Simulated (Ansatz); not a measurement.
Ansatz input wanted

The species is SiNH5 (7 atoms), meant as a triplet with charge 0. SMILES of the parent species: `[H][Si]([H])([H])N`. The shape is that of a GFN2-xTB optimisation. That shape belongs to the parent species and isn't relaxed for this state.

```xyz
7

Si   -0.0007    0.0024   -0.6830
N     0.0907    0.1787    1.0286
H     0.7077   -0.4282    1.5438
H    -0.7637    0.3074    1.5458
H     1.3878   -0.0099   -1.1355
H    -0.7479    1.1693   -1.1461
H    -0.6738   -1.2197   -1.1536
```

Settings wanted:

```yaml
basis_set: STO-3G
integral_approximation: none
task: energy
method: MP2
dispersion: none
reference: UHF
accuracy: high
frozen_core_orbitals: 6
```

Problem. Write the Ansatz 0.2.0 input and the command.

Solution. This one ran through:

job.yaml:
```yaml
crystal:
  periodic: [false, false, false]
  atoms:
    - {symbol: Si, position_ang: [-0.000690, 0.002380, -0.682990]}
    - {symbol: N, position_ang: [0.090660, 0.178690, 1.028560]}
    - {symbol: H, position_ang: [0.707680, -0.428190, 1.543790]}
    - {symbol: H, position_ang: [-0.763660, 0.307400, 1.545850]}
    - {symbol: H, position_ang: [1.387750, -0.009920, -1.135540]}
    - {symbol: H, position_ang: [-0.747920, 1.169350, -1.146100]}
    - {symbol: H, position_ang: [-0.673820, -1.219710, -1.153570]}
basis:
  gaussian:
    orbitals: STO-3G
accuracy: high
correlation:
  method: mp2
  frozen_orbitals: {H: 0, "N": 1, Si: 5}
magnetization:
  spin_polarized: true
  initial_magnetization: 2
```

```bash
$ ansatz run job.yaml --threads 1 --pin off --max-ram 2610MiB --events-out events.jsonl --progress --plain --runs-dir runs
```

Calculated total energy: -341.96441 Eh.
